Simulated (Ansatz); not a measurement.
**BHS+ (doublet): from Hartree-Fock to the top rungs, def2-TZVPP**

An exercise on one series of results from a longer session: the logs are not shown, and one member is left open.

Program: Ansatz 0.2.0, Gaussian basis. Level of theory: def2-TZVPP, core rule «outside noble gas», up to 6 orbitals frozen. These are calculated values, not measurements.

Plan: UHF; ROHF; CCSD(T) on UHF.

2 further runs of the same task are left out: 2 set aside as unsound or not needed.

### The system

The geometry is a PBE0/def2-TZVP stationary point (not a proven minimum) of the parent state, kept for this charge and spin.

3 atoms, charge 1, spin multiplicity 2.

Atoms are counted from 1 here; the program's logs count them from 0.

Bond lengths: B1–S2 1.710 Å, S2–H3 1.369 Å. Angles: B1–S2–H3 103.8°.

The first run:

Input file in.yaml:

```yaml
crystal:
  periodic: [false, false, false]
  atoms:
    - {symbol: B, position_ang: [0.000000, 0.089300, 1.293314]}
    - {symbol: S, position_ang: [0.000000, -0.068618, -0.409085]}
    - {symbol: H, position_ang: [0.000000, 1.225097, -0.857906]}
basis:
  gaussian: {orbitals: def2-TZVPP}
total_charge: 1
magnetization: {spin_polarized: true, initial_magnetization: 1}
hamiltonian: {xc: hf}
output: {orbitals: {seedname: orbitals}}
```

Run with:

```sh
$ ansatz run in.yaml --threads 1 --pin off --events-out ev --progress --plain --max-ram 4096MiB --backend cpu
```

Among the steps run: UHF; ROHF; CCSD(T) on UHF.

One table of the session follows, with a row left open; its other results are not shown here.

It belongs to the step «Misses and costs». 

```
  method  from UCCSD(T) (kJ/mol)
    ROHF                       ?
     UHF                  +669.1
    UMP2                  +103.3
   UCCSD                   +34.6
UCCSD(T)                       0
```

Estimate the missing values for ROHF.

**Answer.** from UCCSD(T) (kJ/mol): +674.5. In the column «from UCCSD(T) (kJ/mol)» it is the highest.
